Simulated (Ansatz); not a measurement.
The input, for Ansatz 0.2.0:

```yaml
crystal:
  periodic: [false, false, false]
  atoms:
    - {symbol: Al, position_ang: [0.000000, 0.033903, 1.126091]}
    - {symbol: Be, position_ang: [0.000000, -0.237829, -1.176860]}
    - {symbol: H, position_ang: [0.000000, 0.838534, 2.512512]}
    - {symbol: H, position_ang: [0.000000, -0.634608, -2.461743]}
basis:
  gaussian: {orbitals: 6-31G}
magnetization: {spin_polarized: false, initial_magnetization: 1}
correlation: {method: ccsdtq, electrons: outside_noble_gas}
```

```sh
$ ansatz run in.yaml --threads 1 --pin off --events-out ev --progress --plain --max-ram 2393MiB
```

(1) Roughly how long does this take on 1 thread of AMD EPYC 9B14, shared host, and how much host memory?

```
534 factors; integrals over basis functions are off by at most 2.5e-7 eV
mean field evaluation 1: about -7009.0672 eV, gradient 9.2e0 eV
mean field evaluation 2: about -7009.0679 eV, gradient 9.2e0 eV
mean field evaluation 4: about -7009.9615 eV, gradient 5.3e-1 eV
mean field evaluation 8: about -7009.9669 eV, gradient 4.0e-3 eV
mean field evaluation 16: about -7009.9661 eV, gradient 1.6e-1 eV
mean field evaluation 32: about -7009.9638 eV, gradient 1.4e-1 eV
mean field evaluation 64: about -7009.6943 eV, gradient 3.0e-4 eV
mean field evaluation 96: about -7006.8738 eV, gradient 2.9e-1 eV
mean field evaluation 128: about -7006.8806 eV, gradient 3.7e-3 eV
mean field -7009.96691320 eV, -257.6115325340 hartree, gradient 2.4e-6 eV, S^2 0.750000; 7 other end points of the search recorded, 0 dependent functions left out
mean field evaluation 160: about -7009.7586 eV, gradient 2.0e-1 eV
determinant -7009.96691320 eV, -257.6115325340 hartree, with singles and doubles -7011.90664274 eV, -257.6828162795 hartree
determinant -7009.69428191 eV, -257.6015135186 hartree, with singles and doubles -7011.68195453 eV, -257.6745591401 hartree
determinant -7006.88060801 eV, -257.4981129103 hartree, with singles and doubles -7009.14621295 eV, -257.5813723559 hartree
determinant -7009.96691320 eV, -257.6115325340 hartree, with singles and doubles -7011.90611800 eV, -257.6827969958 hartree
determinant -7009.69428191 eV, -257.6015135186 hartree, with singles and doubles -7011.68152037 eV, -257.6745431851 hartree
6 core orbitals not correlated: weight in the atoms' cores, before any rotation towards them, 1.000 or more for the frozen orbitals, at most 0.000 for the correlated occupied ones
reference -7009.96691320 eV, -257.6115325340 hartree; 4, 3 occupied and 16, 17 virtual orbitals, 534 factors
second order -1.32495269 eV of doubles, -0.01844724 eV of singles
cycle   1  -1.71768913 eV  change   -3.7e-1 eV  update   6.5e-2
cycle   2  -1.96537097 eV  change   -2.5e-1 eV  update   3.3e-2
cycle   3  -1.98746934 eV  change   -2.2e-2 eV  update   1.2e-2
cycle   4  -1.99536026 eV  change   -7.9e-3 eV  update   5.8e-3
cycle   5  -1.99658072 eV  change   -1.2e-3 eV  update   2.9e-3
cycle   6  -1.99586553 eV  change    7.2e-4 eV  update   1.3e-3
cycle   7  -1.99568024 eV  change    1.9e-4 eV  update   6.7e-4
cycle   8  -1.99581039 eV  change   -1.3e-4 eV  update   3.2e-4
cycle   9  -1.99577922 eV  change    3.1e-5 eV  update   1.5e-4
cycle  10  -1.99570732 eV  change    7.2e-5 eV  update   6.4e-5
cycle  11  -1.99570465 eV  change    2.7e-6 eV  update   3.1e-5
cycle  12  -1.99571415 eV  change   -9.5e-6 eV  update   1.6e-5
cycle  13  -1.99572670 eV  change   -1.3e-5 eV  update   7.3e-6
cycle  14  -1.99572988 eV  change   -3.2e-6 eV  update   3.4e-6
cycle  15  -1.99572913 eV  change    7.4e-7 eV  update   1.7e-6
cycle  16  -1.99572833 eV  change    8.0e-7 eV  update   8.0e-7
cycle  17  -1.99572811 eV  change    2.2e-7 eV  update   4.1e-7
Total energy: -7011.96264131 eV, -257.6848741891 hartree
```

For the same geometry and basis full CI lies 0.1 meV lower.

## Answers

(1) 16 s wall and 0.19 GiB.
